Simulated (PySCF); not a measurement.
Compound: fluoromethane, CH3F.
SMILES: `CF`

The closed-shell ground state was solved at several levels (PySCF, density fitting, gas phase, non-relativistic). Geometry: GFN2-xTB; no solvent, vibrations or thermal averaging.

| level | basis functions | HOMO (eV) | LUMO (eV) | gap (eV) | dipole (D) |
| --- | --- | --- | --- | --- | --- |
| PBE0/pcSseg-1 | 49 | -9.63 | 1.81 | 11.44 | 1.88 |
| PBE0/def2-SVPD | 67 | -9.90 | 0.89 | 10.79 | 1.78 |

**Question.** Estimate the row for B3LYP/pcJ-1, a basis of 84 functions; the other rows only guide the guess.

**Answer.** HOMO -9.35 eV, LUMO 1.46 eV, gap 10.81 eV, dipole 1.87 D.

**Question.** Over all these levels, which gives the widest orbital gap and which the narrowest?

**Answer.** PBE0/pcSseg-1 has the widest, 11.44 eV, and PBE0/def2-SVPD the narrowest, 10.79 eV. The two share the functional. From the narrowest to the widest the HOMO moves by +0.27 eV and the LUMO by +0.92 eV.

**Question.** How far do the dipole and the HOMO energy spread over the levels?

**Answer.** The dipole runs from 1.78 to 1.88 D (mean 1.84 D) and the HOMO from -9.90 to -9.35 eV.
